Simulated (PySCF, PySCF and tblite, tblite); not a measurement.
# C4H6O: conformers and averaged spectra, part 2 of 3

PySCF and tblite. Atoms count from 0. Earlier steps stand in the parts before.

## (7) Couplings, conformer 1: B3LYP/pcJ-1

The job: settings as JSON, then the geometry in Å.

```
{"job": {"xc": "B3LYP", "basis": "pcJ-1", "kind": "j"}, "charge": 0, "multiplicity": 1}
C      2.468577     0.387339    -0.303520
C      1.559875     0.026705     0.388561
O      0.569610    -0.374715     1.130482
C     -0.616318    -0.741718     0.436199
C     -1.284869     0.450352    -0.235980
H      3.299738     0.712062    -0.848785
H     -1.265117    -1.168782     1.205182
H     -0.385249    -1.514954    -0.308621
H     -2.193407     0.129178    -0.737650
H     -0.610864     0.889506    -0.969151
H     -1.536550     1.207698     0.502921
```

Standard output:

```text
coarse grid: 9152 points
cycle   1  E = -231.0606038424  dE =  6.101e-01  |g| = 5.711e-01  |ddm| = 2.762e+00
cycle   2  E = -231.0336552691  dE =  2.695e-02  |g| = 6.766e-01  |ddm| = 8.952e-01
cycle   3  E = -231.1211996619  dE = -8.754e-02  |g| = 1.372e-01  |ddm| = 5.352e-01
cycle   4  E = -231.1246558287  dE = -3.456e-03  |g| = 6.616e-02  |ddm| = 1.352e-01
cycle   5  E = -231.1255668420  dE = -9.110e-04  |g| = 2.358e-02  |ddm| = 5.333e-02
cycle   6  E = -231.1256744978  dE = -1.077e-04  |g| = 4.434e-03  |ddm| = 1.731e-02
cycle   7  E = -231.1256784192  dE = -3.921e-06  |g| = 1.006e-03  |ddm| = 3.665e-03
final grid: 88272 points
cycle   8  E = -231.1783071366  dE = -1.097e-04  |g| = 6.259e-03  |ddm| = 1.401e-02
cycle   9  E = -231.1783016676  dE =  5.469e-06  |g| = 7.950e-03  |ddm| = 8.418e-03
cycle  10  E = -231.1783144696  dE = -1.280e-05  |g| = 1.347e-03  |ddm| = 5.272e-03
cycle  11  E = -231.1783146345  dE = -1.649e-07  |g| = 9.168e-04  |ddm| = 1.567e-03
cycle  12  E = -231.1783148157  dE = -1.812e-07  |g| = 2.530e-04  |ddm| = 7.030e-04
cycle  13  E = -231.1783148297  dE = -1.403e-08  |g| = 3.027e-05  |ddm| = 1.683e-04
cycle  14  E = -231.1783148299  dE = -1.951e-10  |g| = 8.626e-06  |ddm| = 3.325e-05
converged SCF energy = -231.1783148299

Indirect spin-spin couplings (Hz)
  i      j    bonds     total        FC       PSO       DSO        SD
  0 C    1 C    1    252.418   242.060    10.184     0.174         -
  0 C    2 O    2     -1.709    -2.073     0.264     0.100         -
  0 C    3 C    3      2.637     2.667     0.058    -0.088         -
  0 C    5 H    1    282.082   282.648    -1.064     0.497         -
  0 C    6 H    4      1.073     0.875     0.688    -0.489         -
  0 C    7 H    4     -0.151     0.007     0.011    -0.168         -
  0 C    8 H    5      0.195     0.256     0.218    -0.279         -
  0 C    9 H    5      0.385     0.543    -0.276     0.118         -
  1 C    2 O    1     19.160    14.277     5.006    -0.123         -
  1 C    3 C    2     -4.570    -4.341    -0.191    -0.038         -
  1 C    4 C    3      0.539     0.526     0.006     0.007         -
  1 C    5 H    2     62.771    58.038     5.851    -1.118         -
  1 C    6 H    3     12.573    12.609     0.605    -0.641         -
  1 C    7 H    3      2.100     2.052     0.016     0.033         -
  1 C    8 H    4     -0.421    -0.421     0.323    -0.323         -
  2 O    3 C    1     23.412    24.814    -1.276    -0.126         -
  2 O    4 C    2     -0.603    -0.818     0.209     0.006         -
  2 O    5 H    3      0.248     1.241    -1.316     0.324         -
  2 O    6 H    2    -16.206   -15.689    -0.545     0.027         -
  2 O    7 H    2     -2.119    -1.630    -0.611     0.123         -
  2 O    8 H    3     -8.323    -8.460    -0.126     0.263         -
  2 O    9 H    3     -2.645    -2.503    -0.185     0.044         -
  2 O   10 H    3     -0.881    -0.818    -0.062    -0.002         -
  3 C    4 C    1     36.442    37.054    -0.804     0.192         -
  3 C    5 H    4     -2.123    -2.097     0.323    -0.350         -
  3 C    6 H    1    153.897   153.111    -0.113     0.898         -
  3 C    7 H    1    151.240   150.440    -0.128     0.929         -
  3 C    8 H    2      2.387     2.349     0.172    -0.134         -
  3 C    9 H    2     -6.359    -6.249     0.016    -0.125         -
  3 C   10 H    2     -6.145    -6.009     0.013    -0.149         -
  4 C    6 H    2     -2.008    -1.882     0.107    -0.233         -
  4 C    7 H    2     -0.608    -0.493     0.090    -0.205         -
  4 C    8 H    1    132.354   130.489     1.261     0.604         -
  4 C    9 H    1    135.607   133.872     1.076     0.658         -
  4 C   10 H    1    134.646   132.874     1.135     0.637         -
  5 H    7 H    5     -0.258    -0.113     0.796    -0.941         -
  6 H    7 H    2    -11.436   -11.462     2.316    -2.290         -
  6 H    8 H    3      1.943     2.039     0.540    -0.636         -
  6 H    9 H    3     14.876    15.022     2.775    -2.922         -
  6 H   10 H    3      5.337     5.441     0.399    -0.503         -
  7 H    8 H    3      1.977     2.057     0.372    -0.452         -
  7 H    9 H    3      4.934     5.035     0.361    -0.463         -
  7 H   10 H    3     14.451    14.590     2.770    -2.909         -
  8 H    9 H    2    -14.642   -14.743     2.830    -2.730         -
  8 H   10 H    2    -14.240   -14.329     2.890    -2.801         -
  9 H   10 H    2    -12.719   -12.825     2.682    -2.577         -
```

Wall time 14 s (1 thread of Arm Neoverse V2, shared host); peak memory 0.84 GiB.

This run: HOMO -6.80 eV, LUMO 1.06 eV; dipole 2.10 D.

## (8) Couplings, conformer 2: B3LYP/pcJ-1

The job: settings as JSON, then the geometry in Å.

```
{"job": {"xc": "B3LYP", "basis": "pcJ-1", "kind": "j"}, "charge": 0, "multiplicity": 1}
C      2.912285     0.177555    -0.097508
C      1.740504     0.149951    -0.343968
O      0.465589     0.117543    -0.593545
C     -0.381665    -0.065460     0.536757
C     -1.818222    -0.079927     0.043634
H      3.947857     0.211410     0.042967
H     -0.223627     0.753261     1.252205
H     -0.131625    -1.011914     1.035560
H     -1.959367    -0.889741    -0.667596
H     -2.051489     0.859631    -0.450709
H     -2.494814    -0.219638     0.881930
```

Standard output:

```text
coarse grid: 9152 points
cycle   1  E = -231.0604901206  dE =  6.095e-01  |g| = 5.746e-01  |ddm| = 2.766e+00
cycle   2  E = -231.0274939286  dE =  3.300e-02  |g| = 7.000e-01  |ddm| = 9.800e-01
cycle   3  E = -231.1218322549  dE = -9.434e-02  |g| = 1.380e-01  |ddm| = 6.022e-01
cycle   4  E = -231.1253730739  dE = -3.541e-03  |g| = 6.489e-02  |ddm| = 1.365e-01
cycle   5  E = -231.1262365841  dE = -8.635e-04  |g| = 2.505e-02  |ddm| = 5.532e-02
cycle   6  E = -231.1263614206  dE = -1.248e-04  |g| = 3.716e-03  |ddm| = 1.840e-02
cycle   7  E = -231.1263640790  dE = -2.658e-06  |g| = 1.073e-03  |ddm| = 2.900e-03
final grid: 88272 points
cycle   8  E = -231.1790339209  dE = -1.097e-04  |g| = 6.393e-03  |ddm| = 1.544e-02
cycle   9  E = -231.1790288508  dE =  5.070e-06  |g| = 7.954e-03  |ddm| = 8.670e-03
cycle  10  E = -231.1790417202  dE = -1.287e-05  |g| = 1.326e-03  |ddm| = 5.341e-03
cycle  11  E = -231.1790418715  dE = -1.512e-07  |g| = 9.315e-04  |ddm| = 1.618e-03
cycle  12  E = -231.1790420628  dE = -1.913e-07  |g| = 2.350e-04  |ddm| = 7.180e-04
cycle  13  E = -231.1790420749  dE = -1.210e-08  |g| = 3.246e-05  |ddm| = 1.649e-04
cycle  14  E = -231.1790420751  dE = -2.094e-10  |g| = 9.467e-06  |ddm| = 3.352e-05
converged SCF energy = -231.1790420751

Indirect spin-spin couplings (Hz)
  i      j    bonds     total        FC       PSO       DSO        SD
  0 C    1 C    1    253.125   242.702    10.253     0.169         -
  0 C    2 O    2     -1.805    -2.191     0.285     0.101         -
  0 C    3 C    3      2.914     2.934     0.063    -0.084         -
  0 C    4 C    4      0.251     0.177     0.155    -0.080         -
  0 C    5 H    1    282.255   282.822    -1.054     0.487         -
  0 C    8 H    5      0.159     0.069     0.363    -0.273         -
  0 C    9 H    5      0.159     0.069     0.364    -0.274         -
  0 C   10 H    5      0.593     0.552     0.321    -0.280         -
  1 C    2 O    1     18.383    13.550     4.953    -0.120         -
  1 C    3 C    2     -4.364    -4.142    -0.184    -0.039         -
  1 C    4 C    3      6.506     6.516     0.088    -0.098         -
  1 C    5 H    2     62.700    57.957     5.872    -1.129         -
  1 C    6 H    3      1.075     1.063     0.010     0.002         -
  1 C    7 H    3      1.110     1.097     0.009     0.004         -
  1 C    8 H    4     -0.301    -0.302     0.313    -0.311         -
  1 C    9 H    4     -0.304    -0.306     0.314    -0.312         -
  1 C   10 H    4      2.570     2.566     0.376    -0.371         -
  2 O    3 C    1     22.984    24.432    -1.321    -0.127         -
  2 O    4 C    2    -10.195   -10.262     0.079    -0.011         -
  2 O    5 H    3      0.196     1.175    -1.303     0.324         -
  2 O    6 H    2     -2.845    -2.345    -0.619     0.118         -
  2 O    7 H    2     -2.822    -2.321    -0.619     0.119         -
  2 O    8 H    3     -2.495    -2.398    -0.045    -0.052         -
  2 O    9 H    3     -2.464    -2.367    -0.045    -0.052         -
  2 O   10 H    3    -17.465   -17.487    -0.224     0.247         -
  3 C    4 C    1     38.355    38.911    -0.743     0.187         -
  3 C    5 H    4     -2.225    -2.193     0.301    -0.333         -
  3 C    6 H    1    152.226   151.433    -0.131     0.923         -
  3 C    7 H    1    152.208   151.415    -0.131     0.924         -
  3 C    8 H    2     -6.580    -6.462     0.042    -0.160         -
  3 C    9 H    2     -6.576    -6.457     0.041    -0.160         -
  3 C   10 H    2      2.677     2.643     0.178    -0.144         -
  4 C    6 H    2     -2.134    -2.030     0.124    -0.229         -
  4 C    7 H    2     -2.144    -2.039     0.124    -0.228         -
  4 C    8 H    1    135.232   133.498     1.113     0.621         -
  4 C    9 H    1    135.240   133.506     1.113     0.621         -
  4 C   10 H    1    132.123   130.283     1.252     0.588         -
  5 H    6 H    5     -0.266    -0.128     0.804    -0.943         -
  5 H    7 H    5     -0.265    -0.127     0.802    -0.941         -
  6 H    7 H    2     -9.701    -9.761     2.192    -2.132         -
  6 H    8 H    3     14.875    15.011     2.808    -2.944         -
  6 H    9 H    3      5.376     5.485     0.421    -0.529         -
  6 H   10 H    3      1.976     2.065     0.456    -0.546         -
  7 H    8 H    3      5.342     5.451     0.424    -0.533         -
  7 H    9 H    3     14.884    15.020     2.807    -2.944         -
  7 H   10 H    3      2.000     2.089     0.451    -0.540         -
  8 H    9 H    2    -12.781   -12.880     2.795    -2.696         -
  8 H   10 H    2    -14.249   -14.328     2.931    -2.852         -
  9 H   10 H    2    -14.230   -14.310     2.933    -2.854         -
```

Run time: 14 s. Hardware: 1 thread of Arm Neoverse V2, shared host; peak memory 0.84 GiB.

In short: HOMO -6.81 eV, LUMO 1.11 eV; dipole 2.08 D.

## (9) Averages: properties at PBE0/pcSseg-1 in chloroform

The job: settings as JSON, then the geometry in Å.

```
{"job": {"study": "conf", "smiles": "C#COCC", "search": {"seed": 432, "n_embed": 60, "ff_keep": 14, "window": 3.0, "nmax": 10, "temps": [150, 200, 250, 298.15, 400], "t_ref": 298.15, "order": 0.0005}, "level": {"nmr": {"xc": "PBE0", "basis": "pcSseg-1", "solvent": "chloroform"}, "sp": {"xc": "TPSS", "basis": "def2-TZVP", "solvent": "chloroform"}, "j": {"xc": "B3LYP", "basis": "pcJ-1"}}, "kind": "conf"}, "charge": 0, "multiplicity": 1}
C      2.468577     0.387339    -0.303520
C      1.559875     0.026705     0.388561
O      0.569610    -0.374715     1.130482
C     -0.616318    -0.741718     0.436199
C     -1.284869     0.450352    -0.235980
H      3.299738     0.712062    -0.848785
H     -1.265117    -1.168782     1.205182
H     -0.385249    -1.514954    -0.308621
H     -2.193407     0.129178    -0.737650
H     -0.610864     0.889506    -0.969151
H     -1.536550     1.207698     0.502921
```

Standard output:

```text
conformer  sym    E(xTB)   E(DFT)   G(298.15 K)  weight  dipole/D
    1     C1      0.000    0.136    0.000   0.5257    2.381
    2     Cs      0.993    0.000    0.061   0.4743    2.397

mean shielding (ppm) by class
class atoms           150 K      200 K      250 K   298.15 K      400 K
  0 C  0            156.514    156.353    156.255    156.191    156.103
  1 C  1             90.847      90.95     91.013     91.054      91.11
  2 O  2            281.078    280.843      280.7    280.606    280.478
  3 C  3             112.28    112.426    112.515    112.574    112.653
  4 C  4            170.326    170.446     170.52    170.568    170.634
  5 H  5             30.586     30.584     30.583     30.583     30.582
  6 H  6,7           27.477     27.483     27.487     27.489     27.492
  7 H  8,9,10        30.292     30.285     30.281     30.278     30.274
```

Run time: 66 s. Hardware: 1 thread of Arm Neoverse V2, shared host. This counts the runs that the step sums up.

The search (ETKDG and KDG, MMFF94s, GFN2-xTB) embedded 60 structures, kept 2 distinct ones after the force field and 2 after xTB; 2 were carried on (window 3.0 kcal/mol at the search's own energies). Energies: TPSS/def2-TZVP in chloroform with D3(BJ).

The conformers at 298 K:

```csv
no.,group,mirror pair,ΔE xTB,ΔE DFT,ΔG,weight (%),μ (D),C1–O2–C3–C4 (°),"A, B, C (GHz)"
1,C1,yes,0.00,0.14,0.00,52.6,2.38,-67,"11.86, 3.46, 2.90"
2,Cs,no,0.99,0.00,0.06,47.4,2.40,-180,"31.16, 2.50, 2.39"
```

Energies in kcal/mol. ΔG holds xTB vibrations and rotation, symmetry numbers and mirror pairs.

Weights (%) by temperature:

```csv
no.,150 K,200 K,250 K,298 K,400 K
1,40.1,46.3,50.1,52.6,56.0
2,59.9,53.7,49.9,47.4,44.0
```

How the weights hang on the way they are made:

```csv
scheme,1,2,mean μ (D)
DFT free energy,53,47,2.39
"DFT energy, symmetry counted",61,39,2.39
DFT energy alone,44,56,2.39
"xTB energy, symmetry counted",91,9,2.38
xTB free energy,88,12,2.38
lowest conformer only,100,0,2.38
equal weights,50,50,2.39
```

Shifts against references run at the same level ($^{17}$O H2O 342.2, $^{1}$H TMS 31.70, $^{13}$C TMS 187.6 ppm of shielding), by class of atoms, at 298 K:

```csv
atoms,environment,no. 1,no. 2,average,measured
C1,alkyne carbon,95.8,97.4,96.5,90.9
C3,sp3 CH2 bonded to O,73.9,76.3,75.0,–
C0,terminal alkyne carbon,32.6,30.0,31.4,26.5
C4,methyl carbon,16.1,18.0,17.0,–
"H6, H7",hydrogen on an sp3 CH2 bonded to O,4.16,4.26,4.21,–
"H8, H9, H10",hydrogen on a methyl carbon,1.47,1.36,1.42,–
H5,hydrogen on a terminal alkyne carbon,1.13,1.10,1.12,–
O2,ether oxygen,63.4,59.6,61.6,–
```

Measured: solution, not stated per compound (mostly CDCl3 or CCl4); Pretsch, Buehlmann, Badertscher, Structure Determination of Organic Compounds, 4th ed. (2009).

Couplings (Hz, B3LYP/pcJ-1; one pair named for each class), from conformers that hold 100 % of the weight:

```csv
pair,bonds,no. 1,no. 2,average
C0–H5,1,282.1,282.3,282.2
C0–C1,1,252.4,253.1,252.8
C3–H6,1,152.6,152.2,152.4
C4–H8,1,134.2,134.2,134.2
C3–C4,1,36.4,38.4,37.4
O2–C3,1,23.4,23.0,23.2
C1–O2,1,19.2,18.4,18.8
C1–H5,2,62.8,62.7,62.7
H8–H9,2,-13.9,-13.8,-13.8
H6–H7,2,-11.4,-9.7,-10.6
O2–H6,2,-9.2,-2.8,-6.2
O2–C4,2,-0.6,-10.2,-5.2
C3–H8,2,-3.4,-3.5,-3.4
C0–O2,2,-1.7,-1.8,-1.8
C4–H6,2,-1.3,-2.1,-1.7
H6–H8,3,7.2,7.4,7.3
O2–H8,3,-4.0,-7.5,-5.6
C1–H6,3,7.3,1.1,4.4
C3–H5,4,-2.1,-2.2,-2.2
```

Effective distances for nuclear Overhauser effects, ⟨r⁻⁶⟩^(−1/6) over all pairs of two classes (Å): H6···H8 2.61.

[end of part 2 of 3]
